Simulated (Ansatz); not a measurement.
## Anatase TiO₂ (metastable phase)

All values below come from r²SCAN-D4 (Ansatz, a program for electronic structure, plane waves, PAW).

Settings: plane-wave cutoff 560 eV, 12×12×12 k mesh, Fermi–Dirac smearing 0.01 eV, no spin polarisation, scalar-relativistic PAW data made under PBE.

Cell: relaxed at this level.

```
Quantity                                                 Result
-------------------------------------------  ------------------
equilibrium volume per atom                       11.32 Å³/atom
bulk modulus                                            191 GPa
lattice parameter a                                     3.771 Å
c axis length                                           9.553 Å
band gap                                     2.53 eV (indirect)
smallest direct gap on the k points sampled             2.88 eV
direct gap at Γ                                         3.02 eV
pressure derivative B′ of the bulk modulus                  2.5
```

Measured, for comparison: lattice constant a 3.784 Å, lattice parameter c 9.514 Å (room temperature, no zero-point or thermal correction; as tabulated in Horn, Schwerdtfeger, Meagher, Refinement of the structure of anatase at several …). Computed (rounded) less measured: lattice constant a -0.3 %, lattice parameter c +0.4 %. A static lattice is as a rule a little smaller and stiffer than an uncorrected measurement, which narrows the difference in the lattice constant a and would widen misses of the other sign.

Note: the bulk modulus comes from volumes at which shape and atoms were relaxed.

Static lattice: no zero-point or thermal effects.

The result took very roughly 11 core-minutes.
